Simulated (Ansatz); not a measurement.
# GeH₂, singlet: vertical spin and charge gaps

Geometry (PBE0/def2-TZVP stationary point for this spin, not checked as a minimum):

```xyz
3

Ge    0.0000   -0.0303    0.0000
H     0.0000    1.0906   -1.1335
H     0.0000    1.0906    1.1335
```

Basis cc-pVTZ; Ansatz 0.2.0. Only valence electrons are correlated (noble-gas cores and the filled d shells of p-block atoms frozen). R marks a restricted (for open shells ROHF) determinant. Active spaces: valence = (6e, 6o) chosen from the atoms' valence shells. No spin–orbit coupling is included, and no scalar relativity.

Gaps are energies of the second state less the first, at fixed atoms, for a selection of the levels run; each method lands on the state that its own search finds for that charge and spin.

Task: PBE gives 9.400 eV for removing an electron, to the doublet. Estimate what full CI gives in cc-pVTZ.

Result: Full CI in cc-pVTZ gives 9.399 eV, so against it PBE is off by 0.001 eV.

```csv
level,gap (eV),error (meV)
RMP2,9.249,-150
CISD,9.281,-118
RCCSD(T),9.395,-4
BCCD(T),9.395,-4
RCCSDT(Q),9.398,-1
CASSCF (valence space),8.686,-713
NEVPT2 (valence space),9.166,-233
MRCISD+Q (valence space),9.387,-12
B3LYP,9.546,147
```

Triplet less singlet: 1.410 eV at full CI (singlet A1, triplet B1, in C2v).

| level | gap (eV) | error (meV) |
| --- | --- | --- |
| RHF | 0.932 | -478 |
| RMP2 | 1.311 | -99 |
| CISD | 1.333 | -77 |
| RCCSD | 1.410 | 0 |
| RCCSD(T) | 1.411 | 1 |
| BCCD(T) | 1.411 | 1 |
| RCCSDT | 1.408 | -2 |
| RCCSDT(Q) | 1.409 | -1 |
| CASSCF (valence space) | 1.308 | -102 |
| NEVPT2 (valence space) | 1.362 | -48 |
| MRCISD (valence space) | 1.411 | 1 |
| MRCISD+Q (valence space) | 1.414 | 4 |
| PBE | 1.410 | 0 |
| revPBE | 1.382 | -28 |
| r2SCAN | 1.218 | -192 |
| PBE0 | 1.349 | -61 |
| B3LYP | 1.570 | 160 |
| wB97M-V | 1.542 | 132 |
| B2PLYP | 1.501 | 91 |
| RPA-PBE | 1.449 | 39 |

Functionals correlate the shells that the reference freezes, so part of their error here is the reference's.

Full CI is exact within this basis and frozen core; it isn't the basis-set limit.
